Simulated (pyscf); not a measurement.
H₂N–GeH: [singlet] + hydrogen fluoride (HF) → F–GeH: [singlet] + ammonia (NH₃), a four-centre exchange (singlet surface; Ge–N, F–H broken, F–Ge, H–N formed). Structures and frequencies: ωB97X-D3(BJ)/def2-SVP in PySCF. Correlated levels are frozen-core, on RHF or UHF. ΔMP2 is the change of the MP2 total energy from the triple- to the quadruple-zeta basis. Energies in kcal/mol from the separated reactants.

Small-basis levels: PySCF, no dispersion term, spherical d functions. AM1 to PM7: differences of heats of formation from MOPAC, which are fitted to 298 K values and so differ in kind from electronic energies by zero-point and thermal terms. Cost: rough CPU time at the saddle relative to B3LYP/6-31G*+LANL2DZ, from one job on a shared machine.

```csv
level,barrier,reaction energy,cost
MP2/6-31G*+LANL2DZ,-3.6,-10.8,0.1
SVWN5/6-31G*+LANL2DZ,-9.5,-7.2,0.7
BP86/6-31G*+LANL2DZ,-4.1,-9.7,1
B3LYP/STO-3G,-8.1,-3.8,1.0
B3LYP/3-21G,-12.6,-6.3,1
B3LYP/LANL2DZ,-2.4,-2.0,0.9
M06-2X/6-31G*+LANL2DZ,-6.0,-8.1,2
B3LYP/6-311+G**+LANL2DZ,-0.4,-4.2,2
PM7,1.0,+6.5,under 0.02
CCSD(T)/def2-TZVPP + ΔMP2(QZVPP),-1.3,-4.6,–
```

Against the last row the barrier runs from -11.4 (B3LYP/3-21G) to +2.2 kcal/mol (PM7). CCSD(T)/def2-TZVPP + ΔMP2(QZVPP) has limits of its own. On the reactant side the descent ends in a complex, 4.2 kcal/mol under the separated species and 0.8 kcal/mol under the saddle at ωB97X-D3(BJ)/def2-TZVP. On the product side the descent ends in an adduct with a Ge–N contact (not fully relaxed), 22.0 kcal/mol under the separated species and 25.5 kcal/mol under the saddle at ωB97X-D3(BJ)/def2-TZVP. At CCSD(T) the saddle lies under the separated reactants, which points to a path from their complex (located at ωB97X-D3(BJ) alone). What is counted as broken (Ge–N) persists as a longer contact in the product adduct; parting that adduct is a step of its own. At ωB97X-D3(BJ)/def2-TZVP the barrier from the zero used here is -3.3 kcal/mol. This is the saddle that the search found; another between the same sides may lie lower. The CCSD(T) − MP2 part came from Ansatz, without density fitting, on the same reference. The frozen core leaves the outer d or s,p core shells of the metals and heavy elements correlated in the MP2 and CC values, and def2-TZVPP describes them poorly, which can shift differences by a few kcal/mol. In the def2 sets elements up to Kr have no core potential.
